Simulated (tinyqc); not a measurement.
Pariser-Parr-Pople SCF with singles CI, for the molecule NC(O)=CO (SMILES; centres numbered as the heavy atoms are written), step by step. One step of it, computed by the program tinyqc.

Task: Iteration 1: orbitals and new P. Diagonalise F (the basis is taken as orthonormal) and form P = 2 sum c c over the lowest orbitals; 0.5 of the old P is kept.

F (eV), order 1N, 2C, 3O, 4C, 5O:
```
[[-8.895517, -4.109212, 0.676556, 0.965322, -0.355618],
 [-4.109212, -6.044198, -4.203462, -4.914205, 0.985363],
 [0.676556, -4.203462, -12.214635, 0.985487, -0.466810],
 [0.965322, -4.914205, 0.985487, -5.742266, -3.442044],
 [-0.355618, 0.985363, -0.466810, -3.442044, -10.207168]]
```

pi electrons, sum of z_r less the charge = 8

P at the start, order 1N, 2C, 3O, 4C, 5O:
```
[[1.761454, 0.451331, -0.238546, -0.353182, 0.186670],
 [0.451331, 1.146076, 0.451331, 0.668225, -0.353182],
 [-0.238546, 0.451331, 1.761454, -0.353182, 0.186670],
 [-0.353182, 0.668225, -0.353182, 1.477092, 0.276377],
 [0.186670, -0.353182, 0.186670, 0.276377, 1.853924]]
```

Give: orbital energies; P after iteration 1.

Result:

orbital energies (eV): [-15.1021, -12.1716, -10.8556, -7.1796, 2.2052]

P after iteration 1, order 1N, 2C, 3O, 4C, 5O:
```
[[1.7788, 0.4375, -0.2009, -0.3623, 0.1676],
 [0.4375, 1.1327, 0.3953, 0.7200, -0.3310],
 [-0.2009, 0.3953, 1.8153, -0.3253, 0.1528],
 [-0.3623, 0.7200, -0.3253, 1.4003, 0.2735],
 [0.1676, -0.3310, 0.1528, 0.2735, 1.8728]]
```
